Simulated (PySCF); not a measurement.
Bonds (- single, = double, # triple, : aromatic): C1=C2 1.327 Å, C2-C3 1.470 Å, C3=O4 1.183 Å, C3-F5 1.348 Å. C1 carries H6, H7; C2 carries H8. H6 is cis to C3; H7 is trans to C3.

Geometry: PBE0-D3(BJ)/def2-TZVP; GIAO shifts from PySCF 2.14, gas phase, non-relativistic, averaged over equivalent atoms.

At B97-2/pcSseg-2 (222 basis functions, 11 s wall time on 1 thread of an Intel Xeon 6975P-C, shared host):
```tsv
atoms	δ (ppm)
C3	165.7
C1	149.2
C2	132.4
O4	401.3
F5	37.3
H6	7.22
H7	6.43
H8	6.37
```

δ = σ(ref) − σ, references computed at the same level: ¹³C (σ = 185.38 ppm), ¹H (σ = 31.64 ppm) against TMS; ¹⁷O (σ = 327.66 ppm) vs H2O; ¹⁹F (σ = 175.98 ppm) vs CFCl3.

**Question.** What do these become at KT3/pcSseg-2?

**Answer.** 
```json
{"atoms": "C3", "δ at KT3/pcSseg-2": "158.4", "change": "-7.3"}
{"atoms": "C1", "δ at KT3/pcSseg-2": "138.5", "change": "-10.7"}
{"atoms": "C2", "δ at KT3/pcSseg-2": "124.9", "change": "-7.5"}
{"atoms": "O4", "δ at KT3/pcSseg-2": "378.2", "change": "-23.1"}
{"atoms": "F5", "δ at KT3/pcSseg-2": "19.5", "change": "-17.8"}
{"atoms": "H6", "δ at KT3/pcSseg-2": "6.95", "change": "-0.27"}
{"atoms": "H7", "δ at KT3/pcSseg-2": "6.15", "change": "-0.28"}
{"atoms": "H8", "δ at KT3/pcSseg-2": "6.25", "change": "-0.12"}
```

Referencing at the same level of theory: TMS for ¹³C (σref 183.24), ¹H (σref 31.63); ¹⁷O (σref 325.30) against H2O; ¹⁹F (σref 145.48) against CFCl3.

The largest change is at O4 (carbonyl oxygen). Cost: 222 basis functions, 16 s wall time on 1 thread of an Intel Xeon 6975P-C, shared host. The order of the carbon signals is the same at both levels.

Unscaled 19F shifts against computed CFCl3 carry errors that often reach 10 to 50 ppm. Unscaled 17O shifts of doubly bonded oxygen tend to come out too high, by tens of ppm or more. Experimental scales use liquid or dissolved standards, which lie at an offset from isolated H2O (liquid H2O: subtract about 36 ppm).
